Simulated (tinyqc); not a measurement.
Worked calculation (part 2 of 2): ROHF in the sto-6g basis, for H2O+, spin multiplicity 2. Computed by tinyqc, a small Python program that keeps every step (integrals from PySCF). Command: `OMP_NUM_THREADS=1 python tinyqc.py 27274 27275 out.jsonl` (the two numbers bound the seeds that draw the settings). One thread of a shared host (Intel(R) Xeon(R) Processor @ 2.60GHz), about 0.1 s of CPU time with the checks.

Geometry (angstrom):
```
atom         x          y         z
O     0.000000   0.000000  0.000000
H     0.000000   1.008000  0.834000
H     0.000000  -0.992000  0.820000
```

## Iteration 2: building the Fock matrix

D(alpha) after iteration 1, order 1O 1s, 1O 2s, 1O 2px, 1O 2py, 1O 2pz, 2H 1s, 3H 1s:
```
[[1.051029, -0.218562, 0.000000, -0.000768, 0.040200, -0.019579, -0.020117],
 [-0.218562, 0.945849, 0.000000, 0.004273, -0.207651, 0.053867, 0.054046],
 [0.000000, 0.000000, 1.000000, 0.000000, 0.000000, 0.000000, 0.000000],
 [-0.000768, 0.004273, 0.000000, 0.563099, 0.002230, 0.265638, -0.264724],
 [0.040200, -0.207651, 0.000000, 0.002230, 0.729672, 0.212400, 0.212046],
 [-0.019579, 0.053867, 0.000000, 0.265638, 0.212400, 0.200699, -0.048394],
 [-0.020117, 0.054046, 0.000000, -0.264724, 0.212046, -0.048394, 0.202069]]
```

D(beta) after iteration 1, order 1O 1s, 1O 2s, 1O 2px, 1O 2py, 1O 2pz, 2H 1s, 3H 1s:
```
[[1.051029, -0.218562, 0.000000, -0.000768, 0.040200, -0.019579, -0.020117],
 [-0.218562, 0.945849, 0.000000, 0.004273, -0.207651, 0.053867, 0.054046],
 [0.000000, 0.000000, 0.000000, 0.000000, 0.000000, 0.000000, 0.000000],
 [-0.000768, 0.004273, 0.000000, 0.563099, 0.002230, 0.265638, -0.264724],
 [0.040200, -0.207651, 0.000000, 0.002230, 0.729672, 0.212400, 0.212046],
 [-0.019579, 0.053867, 0.000000, 0.265638, 0.212400, 0.200699, -0.048394],
 [-0.020117, 0.054046, 0.000000, -0.264724, 0.212046, -0.048394, 0.202069]]
```

core Hamiltonian H = T + V (hartree), order 1O 1s, 1O 2s, 1O 2px, 1O 2py, 1O 2pz, 2H 1s, 3H 1s:
```
[[-32.746758, -7.235837, 0.000000, 0.000228, -0.011392, -0.776618, -0.815815],
 [-7.235837, -8.972100, 0.000000, 0.002589, -0.134581, -1.980577, -2.059335],
 [0.000000, 0.000000, -7.244142, 0.000000, 0.000000, 0.000000, 0.000000],
 [0.000228, 0.002589, 0.000000, -7.313395, 0.001295, -1.190592, 1.232062],
 [-0.011392, -0.134581, 0.000000, 0.001295, -7.291505, -1.013264, -1.047017],
 [-0.776618, -1.980577, 0.000000, -1.190592, -1.013264, -3.942723, -0.632892],
 [-0.815815, -2.059335, 0.000000, 1.232062, -1.047017, -0.632892, -3.993032]]
```

nuclear repulsion = 6.78969964 hartree

Given earlier and not repeated: Two-electron integrals (ij|kl) in chemists' order.

J_ij = sum D_kl (ij|kl) with D = D(alpha) + D(beta), K_ij = sum D_kl (ik|jl) for each spin; F = H + J - K(s); E = tr D H + tr D J / 2 - 0.5 sum_s tr D(s) K(s) + E_nn.

Coulomb J (hartree), order 1O 1s, 1O 2s, 1O 2px, 1O 2py, 1O 2pz, 2H 1s, 3H 1s:
```
[[16.449162, 2.877028, 0.000000, 0.000147, -0.010036, 0.315532, 0.331489],
 [2.877028, 7.408843, 0.000000, -0.000151, 0.001625, 1.608042, 1.672580],
 [0.000000, 0.000000, 7.360129, 0.000000, 0.000000, 0.000000, 0.000000],
 [0.000147, -0.000151, 0.000000, 7.426435, -0.000377, 1.046327, -1.083752],
 [-0.010036, 0.001625, 0.000000, -0.000377, 7.439963, 0.871865, 0.902086],
 [0.315532, 1.608042, 0.000000, 1.046327, 0.871865, 3.696800, 0.518994],
 [0.331489, 1.672580, 0.000000, -1.083752, 0.902086, 0.518994, 3.745548]]
```

exchange K(alpha) (hartree), order 1O 1s, 1O 2s, 1O 2px, 1O 2py, 1O 2pz, 2H 1s, 3H 1s:
```
[[4.908404, 0.769449, 0.000000, -0.000028, 0.000341, 0.091746, 0.096238],
 [0.769449, 1.301154, 0.000000, 0.000828, -0.069311, 0.332979, 0.345064],
 [0.000000, 0.000000, 1.139641, 0.000000, 0.000000, 0.000000, 0.000000],
 [-0.000028, 0.000828, 0.000000, 0.924523, -0.000288, 0.243265, -0.248424],
 [0.000341, -0.069311, 0.000000, -0.000288, 1.010970, 0.200919, 0.205376],
 [0.091746, 0.332979, 0.000000, 0.243265, 0.200919, 0.376719, 0.079242],
 [0.096238, 0.345064, 0.000000, -0.248424, 0.205376, 0.079242, 0.388571]]
```

exchange K(beta) (hartree), order 1O 1s, 1O 2s, 1O 2px, 1O 2py, 1O 2pz, 2H 1s, 3H 1s:
```
[[4.882642, 0.730304, 0.000000, -0.000028, 0.000341, 0.086751, 0.091013],
 [0.730304, 1.120489, 0.000000, 0.000828, -0.069311, 0.303688, 0.314500],
 [0.000000, 0.000000, 0.258978, 0.000000, 0.000000, 0.000000, 0.000000],
 [-0.000028, 0.000828, 0.000000, 0.877062, -0.000288, 0.238598, -0.243568],
 [0.000341, -0.069311, 0.000000, -0.000288, 0.963509, 0.197058, 0.201362],
 [0.086751, 0.303688, 0.000000, 0.238598, 0.197058, 0.369949, 0.073969],
 [0.091013, 0.314500, 0.000000, -0.243568, 0.201362, 0.073969, 0.381244]]
```

F(alpha) (hartree), order 1O 1s, 1O 2s, 1O 2px, 1O 2py, 1O 2pz, 2H 1s, 3H 1s:
```
[[-21.206000, -5.128257, 0.000000, 0.000403, -0.021769, -0.552831, -0.580564],
 [-5.128257, -2.864411, 0.000000, 0.001610, -0.063645, -0.705514, -0.731819],
 [0.000000, 0.000000, -1.023654, 0.000000, 0.000000, 0.000000, 0.000000],
 [0.000403, 0.001610, 0.000000, -0.811482, 0.001205, -0.387530, 0.396735],
 [-0.021769, -0.063645, 0.000000, 0.001205, -0.862511, -0.342319, -0.350307],
 [-0.552831, -0.705514, 0.000000, -0.387530, -0.342319, -0.622642, -0.193141],
 [-0.580564, -0.731819, 0.000000, 0.396735, -0.350307, -0.193141, -0.636054]]
```

F(beta) (hartree), order 1O 1s, 1O 2s, 1O 2px, 1O 2py, 1O 2pz, 2H 1s, 3H 1s:
```
[[-21.180238, -5.089113, 0.000000, 0.000403, -0.021769, -0.547836, -0.575339],
 [-5.089113, -2.683746, 0.000000, 0.001610, -0.063645, -0.676223, -0.701255],
 [0.000000, 0.000000, -0.142991, 0.000000, 0.000000, 0.000000, 0.000000],
 [0.000403, 0.001610, 0.000000, -0.764021, 0.001205, -0.382863, 0.391879],
 [-0.021769, -0.063645, 0.000000, 0.001205, -0.815050, -0.338457, -0.346293],
 [-0.547836, -0.676223, 0.000000, -0.382863, -0.338457, -0.615873, -0.187867],
 [-0.575339, -0.701255, 0.000000, 0.391879, -0.346293, -0.187867, -0.628727]]
```

total energy of this density = -75.28048674 hartree

## Iteration 2: Roothaan effective Fock matrix

overlap S, order 1O 1s, 1O 2s, 1O 2px, 1O 2py, 1O 2pz, 2H 1s, 3H 1s:
```
[[1.000000, 0.231145, 0.000000, 0.000000, 0.000000, 0.024643, 0.025887],
 [0.231145, 1.000000, 0.000000, 0.000000, 0.000000, 0.279841, 0.289755],
 [0.000000, 0.000000, 1.000000, 0.000000, 0.000000, 0.000000, 0.000000],
 [0.000000, 0.000000, 0.000000, 1.000000, 0.000000, 0.201648, -0.207678],
 [0.000000, 0.000000, 0.000000, 0.000000, 1.000000, 0.166840, 0.171669],
 [0.024643, 0.279841, 0.000000, 0.201648, 0.166840, 1.000000, 0.119894],
 [0.025887, 0.289755, 0.000000, -0.207678, 0.171669, 0.119894, 1.000000]]
```

With projectors Pc = D(beta) S, Po = (D(alpha) - D(beta)) S, Pv = 1 - D(alpha) S, the block xy is Px^T F Py; with Fc = (F(alpha) + F(beta))/2, the blocks are Fc for cc, oo, vv and cv, F(beta) for co and F(alpha) for ov.

effective F (hartree), order 1O 1s, 1O 2s, 1O 2px, 1O 2py, 1O 2pz, 2H 1s, 3H 1s:
```
[[-21.193119, -5.108685, 0.000000, 0.000403, -0.021769, -0.550334, -0.577951],
 [-5.108685, -2.774079, 0.000000, 0.001610, -0.063645, -0.690868, -0.716537],
 [0.000000, 0.000000, -0.583323, 0.000000, 0.000000, 0.000000, 0.000000],
 [0.000403, 0.001610, 0.000000, -0.787752, 0.001205, -0.385197, 0.394307],
 [-0.021769, -0.063645, 0.000000, 0.001205, -0.838781, -0.340388, -0.348300],
 [-0.550334, -0.690868, 0.000000, -0.385197, -0.340388, -0.619258, -0.190504],
 [-0.577951, -0.716537, 0.000000, 0.394307, -0.348300, -0.190504, -0.632391]]
```

## Iteration 2: DIIS over 2 matrices

error matrix X^T (FDS - SDF) X:
```
[[0.000000, -0.011706, 0.000000, 0.000837, -0.024858, 0.032834, 0.034324],
 [0.011706, 0.000000, 0.000000, -0.002447, 0.071074, -0.099678, -0.104111],
 [0.000000, 0.000000, 0.000000, 0.000000, 0.000000, 0.000000, 0.000000],
 [-0.000837, 0.002447, 0.000000, 0.000000, 0.000172, -0.006851, 0.007457],
 [0.024858, -0.071074, 0.000000, -0.000172, 0.000000, -0.012337, -0.012665],
 [-0.032834, 0.099678, 0.000000, 0.006851, 0.012337, 0.000000, -0.000600],
 [-0.034324, 0.104111, 0.000000, -0.007457, 0.012665, 0.000600, 0.000000]]
```

B (overlaps of the stored error matrices):
```
[[1.2287278e+00, 1.0201176e-01],
 [1.0201176e-01, 5.8519479e-02]]
```

Minimise |sum c_i e_i|^2 with sum c_i = 1: solve [B -1; -1 0][c; lambda] = [0; -1] with B_ij = tr e_i^T e_j, and take F = sum c_i F_i.

DIIS coefficients: [-0.040151, 1.040151]

extrapolated F (hartree), order 1O 1s, 1O 2s, 1O 2px, 1O 2py, 1O 2pz, 2H 1s, 3H 1s:
```
[[-21.212496, -5.112078, 0.000000, 0.000393, -0.021763, -0.550833, -0.578472],
 [-5.112078, -2.784881, 0.000000, 0.001625, -0.062004, -0.691933, -0.717617],
 [0.000000, 0.000000, -0.593934, 0.000000, 0.000000, 0.000000, 0.000000],
 [0.000393, 0.001625, 0.000000, -0.792492, 0.001233, -0.387303, 0.396401],
 [-0.021763, -0.062004, 0.000000, 0.001233, -0.845565, -0.342390, -0.350274],
 [-0.550833, -0.691933, 0.000000, -0.387303, -0.342390, -0.621183, -0.189942],
 [-0.578472, -0.717617, 0.000000, 0.396401, -0.350274, -0.189942, -0.634420]]
```

## Iteration 2: diagonalisation and new density

X, order 1O 1s, 1O 2s, 1O 2px, 1O 2py, 1O 2pz, 2H 1s, 3H 1s:
```
[[1.021775, -0.126980, 0.000000, 0.000168, -0.004267, 0.013443, 0.013897],
 [-0.126980, 1.088919, 0.000000, -0.001840, 0.039522, -0.149398, -0.156444],
 [0.000000, 0.000000, 1.000000, 0.000000, 0.000000, 0.000000, 0.000000],
 [0.000168, -0.001840, 0.000000, 1.037557, -0.000974, -0.117819, 0.121812],
 [-0.004267, 0.039522, 0.000000, -0.000974, 1.022950, -0.087397, -0.090900],
 [0.013443, -0.149398, 0.000000, -0.117819, -0.087397, 1.064358, -0.041059],
 [0.013897, -0.156444, 0.000000, 0.121812, -0.090900, -0.041059, 1.069059]]
```

Diagonalise F' = X^T F X, C = X C', fill 5 alpha and 4 beta electrons from the bottom; D(s) = C_occ C_occ^T. Each column has its largest component positive (the first on a tie).

F' = X^T F X (hartree):
```
[[-20.891515, -2.500403, 0.000000, 0.000837, -0.035443, -0.045556, -0.050755],
 [-2.500403, -1.841063, 0.000000, -0.002292, 0.037938, -0.298976, -0.311285],
 [0.000000, 0.000000, -0.593934, 0.000000, 0.000000, 0.000000, 0.000000],
 [0.000837, -0.002292, 0.000000, -0.670822, -0.001329, -0.301712, 0.308334],
 [-0.035443, 0.037938, 0.000000, -0.001329, -0.770223, -0.236241, -0.242481],
 [-0.045556, -0.298976, 0.000000, -0.301712, -0.236241, -0.394302, -0.041655],
 [-0.050755, -0.311285, 0.000000, 0.308334, -0.242481, -0.041655, -0.392784]]
```

orbital energies (hartree): [-21.215008, -1.667546, -0.971352, -0.936131, -0.593934, -0.119956, -0.050716]

coefficients C, order 1O 1s, 1O 2s, 1O 2px, 1O 2py, 1O 2pz, 2H 1s, 3H 1s:
```
[[0.997173, -0.236330, -0.004710, 0.058736, 0.000000, 0.082286, 0.009518],
 [0.012362, 0.955511, 0.024839, -0.302187, 0.000000, -0.491587, -0.059000],
 [0.000000, 0.000000, 0.000000, 0.000000, 1.000000, 0.000000, 0.000000],
 [-0.000048, -0.001910, 0.753271, 0.044604, 0.000000, -0.069491, 0.728704],
 [0.001699, 0.080877, -0.046442, 0.843715, 0.000000, -0.582577, -0.062901],
 [-0.001828, 0.094522, 0.334386, 0.269709, 0.000000, 0.762434, -0.635424],
 [-0.001915, 0.098562, -0.363172, 0.230545, 0.000000, 0.623439, 0.780322]]
```

D(alpha) after iteration 2, order 1O 1s, 1O 2s, 1O 2px, 1O 2py, 1O 2pz, 2H 1s, 3H 1s:
```
[[1.053679, -0.231355, 0.000000, -0.000524, 0.032356, -0.009894, -0.009951],
 [-0.231355, 1.005088, 0.000000, 0.003406, -0.178813, 0.017097, 0.015465],
 [0.000000, 0.000000, 1.000000, 0.000000, 0.000000, 0.000000, 0.000000],
 [-0.000524, 0.003406, 0.000000, 0.569410, 0.002496, 0.263733, -0.263472],
 [0.032356, -0.178813, 0.000000, 0.002496, 0.720556, 0.219670, 0.219349],
 [-0.009894, 0.017097, 0.000000, 0.263733, 0.219670, 0.193495, -0.049940],
 [-0.009951, 0.015465, 0.000000, -0.263472, 0.219349, -0.049940, 0.194763]]
```

D(beta) after iteration 2, order 1O 1s, 1O 2s, 1O 2px, 1O 2py, 1O 2pz, 2H 1s, 3H 1s:
```
[[1.053679, -0.231355, 0.000000, -0.000524, 0.032356, -0.009894, -0.009951],
 [-0.231355, 1.005088, 0.000000, 0.003406, -0.178813, 0.017097, 0.015465],
 [0.000000, 0.000000, 0.000000, 0.000000, 0.000000, 0.000000, 0.000000],
 [-0.000524, 0.003406, 0.000000, 0.569410, 0.002496, 0.263733, -0.263472],
 [0.032356, -0.178813, 0.000000, 0.002496, 0.720556, 0.219670, 0.219349],
 [-0.009894, 0.017097, 0.000000, 0.263733, 0.219670, 0.193495, -0.049940],
 [-0.009951, 0.015465, 0.000000, -0.263472, 0.219349, -0.049940, 0.194763]]
```

## Iteration 8 (converged): orbitals

converged F (hartree), order 1O 1s, 1O 2s, 1O 2px, 1O 2py, 1O 2pz, 2H 1s, 3H 1s:
```
[[-21.158476, -5.099979, 0.000000, 0.000300, -0.017981, -0.549714, -0.577297],
 [-5.099979, -2.774103, 0.000000, 0.001755, -0.070302, -0.677111, -0.702306],
 [0.000000, 0.000000, -0.569907, 0.000000, 0.000000, 0.000000, 0.000000],
 [0.000300, 0.001755, 0.000000, -0.777053, 0.001118, -0.380672, 0.389947],
 [-0.017981, -0.070302, 0.000000, 0.001118, -0.811602, -0.343153, -0.350849],
 [-0.549714, -0.677111, 0.000000, -0.380672, -0.343153, -0.606901, -0.185224],
 [-0.577297, -0.702306, 0.000000, 0.389947, -0.350849, -0.185224, -0.619339]]
```

As before.

F' = X^T F X (hartree):
```
[[-20.838158, -2.494427, 0.000000, 0.000707, -0.030272, -0.047435, -0.052727],
 [-2.494427, -1.840483, 0.000000, -0.002052, 0.027602, -0.285627, -0.297443],
 [0.000000, 0.000000, -0.569907, 0.000000, 0.000000, 0.000000, 0.000000],
 [0.000707, -0.002052, 0.000000, -0.657169, -0.001461, -0.297103, 0.304012],
 [-0.030272, 0.027602, 0.000000, -0.001461, -0.735032, -0.239508, -0.245699],
 [-0.047435, -0.285627, 0.000000, -0.297103, -0.239508, -0.384140, -0.040373],
 [-0.052727, -0.297443, 0.000000, 0.304012, -0.245699, -0.040373, -0.381993]]
```

orbital energies (hartree): [-21.160991, -1.655847, -0.953202, -0.909550, -0.569907, -0.111466, -0.045918]

coefficients C, order 1O 1s, 1O 2s, 1O 2px, 1O 2py, 1O 2pz, 2H 1s, 3H 1s:
```
[[0.997164, -0.237466, -0.004008, 0.060653, 0.000000, 0.077633, 0.009634],
 [0.012397, 0.962161, 0.021288, -0.312796, 0.000000, -0.471534, -0.060673],
 [0.000000, 0.000000, 0.000000, 0.000000, 1.000000, 0.000000, 0.000000],
 [-0.000043, -0.002070, 0.753871, 0.034684, 0.000000, -0.075367, 0.728038],
 [0.001511, 0.088829, -0.034700, 0.831453, 0.000000, -0.598907, -0.069349],
 [-0.001804, 0.085290, 0.337034, 0.280343, 0.000000, 0.763342, -0.629612],
 [-0.001887, 0.088820, -0.360821, 0.250218, 0.000000, 0.612695, 0.785018]]
```

D(alpha) after iteration 8, order 1O 1s, 1O 2s, 1O 2px, 1O 2py, 1O 2pz, 2H 1s, 3H 1s:
```
[[1.054421, -0.235176, 0.000000, -0.000469, 0.030982, -0.006399, -0.006351],
 [-0.235176, 1.024202, 0.000000, 0.003208, -0.175327, 0.001525, -0.000513],
 [0.000000, 0.000000, 1.000000, 0.000000, 0.000000, 0.000000, 0.000000],
 [-0.000469, 0.003208, 0.000000, 0.569529, 0.002494, 0.263627, -0.263518],
 [0.030982, -0.175327, 0.000000, 0.002494, 0.700410, 0.228970, 0.228452],
 [-0.006399, 0.001525, 0.000000, 0.263627, 0.228970, 0.199462, -0.043884],
 [-0.006351, -0.000513, 0.000000, -0.263518, 0.228452, -0.043884, 0.200693]]
```

D(beta) after iteration 8, order 1O 1s, 1O 2s, 1O 2px, 1O 2py, 1O 2pz, 2H 1s, 3H 1s:
```
[[1.054421, -0.235176, 0.000000, -0.000469, 0.030982, -0.006399, -0.006351],
 [-0.235176, 1.024202, 0.000000, 0.003208, -0.175327, 0.001525, -0.000513],
 [0.000000, 0.000000, 0.000000, 0.000000, 0.000000, 0.000000, 0.000000],
 [-0.000469, 0.003208, 0.000000, 0.569529, 0.002494, 0.263627, -0.263518],
 [0.030982, -0.175327, 0.000000, 0.002494, 0.700410, 0.228970, 0.228452],
 [-0.006399, 0.001525, 0.000000, 0.263627, 0.228970, 0.199462, -0.043884],
 [-0.006351, -0.000513, 0.000000, -0.263518, 0.228452, -0.043884, 0.200693]]
```

## Convergence

Stop when the energy changes by less than 1e-08 hartree and every element of the error matrix X^T (F D S - S D F) X is below 3e-05.

Course of the cycle:
```
iteration   E (hartree)     change  largest element of the error matrix
1          -75.00595865          -                             3.58e-01
2          -75.28048674  -2.75e-01                             1.04e-01
3          -75.29199008  -1.15e-02                             1.95e-02
4          -75.29281944  -8.29e-04                             5.16e-03
5          -75.29286271  -4.33e-05                             1.64e-03
6          -75.29287308  -1.04e-05                             7.62e-04
7          -75.29287538  -2.30e-06                             5.16e-05
8          -75.29287538  -2.80e-09                             1.15e-05
```

PySCF ROHF in the same basis = -75.29287539 hartree

Converged in 8 iterations.

## Populations, bond orders and dipole

Mulliken: Z minus the diagonal of D S on the atom; Loewdin: the same with S^(1/2) D S^(1/2); Mayer order: 2 sum_s sum (D(s) S)_ij (D(s) S)_ji over the two atoms.

Charges (e):
```
atom  Mulliken   Loewdin  Mulliken spin
1O    0.149790  0.230727       1.000000
2H    0.428339  0.388968       0.000000
3H    0.421872  0.380305       0.000000
```

Mayer bond orders:
```
pair     order
2-1   0.811587
3-1   0.817085
3-2   0.004939
```

dipole moment about the origin, x y z (debye): [0.000000, 0.061585, 3.905160]
